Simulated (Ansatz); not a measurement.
Basis-set extrapolation for C3H4O2S (`C=C(O)OC=S`) (PBE0-D4/def2-TZVP geometry, frozen core, Ansatz 0.2.0). Multiplicity 1, RHF reference.

```json
{"": "HF", "def2-TZVPP": "-663.257575", "def2-QZVPP": "-663.280676"}
{"": "MP2 correlation", "def2-TZVPP": "-1.112453", "def2-QZVPP": "-1.196405"}
{"": "CCSD(T) correlation", "def2-TZVPP": "-1.195754", "def2-QZVPP": "not run"}
```

Energies in hartree. Use E(X) = E(∞) + A·exp(−7.88·√X) for Hartree–Fock and E(X) = E(∞) + B·X^(−2.97) for correlation, with X = 3 and 4, and add CCSD(T) minus MP2 of the smaller set to the MP2 limit.

Task: What is the CCSD(T) energy at the basis-set limit?

Result: HF limit: -663.280676 + (-0.023101) × 0.13774 = -663.28386. MP2 limit: -1.196405 + (-0.083952) × 0.74074 = -1.25859. Higher-order term: -1.195754 − (-1.112453) = -0.08330. Total: -664.62575 hartree, 452.7 kJ/mol below CCSD(T)/def2-TZVPP.
